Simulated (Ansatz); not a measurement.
# Energy profile

The step: SiH₄O ([OH][SiH3]) + HS → SiH₃O ([OH][SiH2]) + H₂S; bonds formed: H1–S4; bonds broken: H1–Si2 (atoms numbered as in the saddle structure below).

H1  (0.250, -0.020, 1.083)
Si2  (0.655, 0.395, -0.636)
O3  (-0.775, 1.021, -1.135)
S4  (-0.829, -0.616, 1.995)
H5  (1.706, 1.398, -0.936)
H6  (0.970, -0.933, -1.235)
H7  (-1.561, 0.598, -0.778)
H8  (-0.415, -1.843, 1.641)
(Å)

Electronic energies by CCSD(T) at an estimated basis limit (MP2 extrapolated from triple and quadruple zeta, plus CCSD(T) − MP2 in triple zeta), on PBE0-D4/def2-TZVP structures; SiH5SO, doublet; no counterpoise correction; spin–orbit coupling, which lowers free halogen atoms and radicals such as OH and SH, is left out. Computed with Ansatz 0.2.0 (basis: def2-TZVPP and def2-QZVPP); correlated methods freeze the cores; orbitals are unrestricted. Extrapolation: Hartree–Fock as exp(−7.88 √X), correlation as X^−2.97.

Problem. Give the profile in kJ/mol, counted from the separated reactants. (To be estimated.)

Solution. Computed:
```tsv
point	kJ/mol
separated: SiH4O (linked as [OH][SiH3]; H1, Si2, O3, H5, H6, H7; singlet) + HS (S4, H8; doublet)	0.0
start structure	-5.0
saddle	20.3
end structure	-8.3
separated: H2S (H1, S4, H8; singlet) + SiH3O (linked as [OH][SiH2]; Si2, O3, H5, H6, H7; doublet)	8.3
```

No T1 diagnostic of these runs exceeds 0.016. ⟨S²⟩ of the unrestricted Hartree–Fock references: 0.75 to 0.79 (a pure state has 0.75).

Radical steps of this kind take place in plasma deposition and etching.

For scale, one of the runs: CCSD(T)/def2-TZVPP, 185 basis functions (an equivalent command: `ansatz run in.yaml --threads 4`). Time: 37 s of wall clock on 4 CPU threads; the host was shared. Peak host memory: 4.7 GiB.
